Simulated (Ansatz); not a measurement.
2H MoS2

All values below come from rVV10 in Ansatz (PAW).

Numerical settings: plane-wave cutoff 500 eV, 12×12×4 k mesh (along the axes of the cell as run), gaussian smearing 0.02 eV, no spin polarisation, scalar-relativistic PAW data made under PBE.

Cell (relaxed at this level):

```xyz
6
Lattice="1.6076 -2.7844 0.0000 1.6076 2.7844 0.0000 0.0000 0.0000 12.4222" Properties=species:S:1:pos:R:3 pbc="T T T"
Mo     1.6076     0.9281     3.1056
Mo     1.6076    -0.9281     9.3167
S      1.6076     0.9281     7.7403
S      1.6076    -0.9281     1.5292
S      1.6076    -0.9281     4.6819
S      1.6076     0.9281    10.8930
```

- band gap: 0.83 eV (on the SCF k mesh)

Measured, for comparison: band gap 1.23 eV (room temperature, not corrected to a static lattice, bulk 2H, our sources range from 1.23 to 1.29; as tabulated in Bastos et al. (2019), arXiv:1903.08112).

Spin–orbit coupling is not included.

Ansatz is a first-principles code.
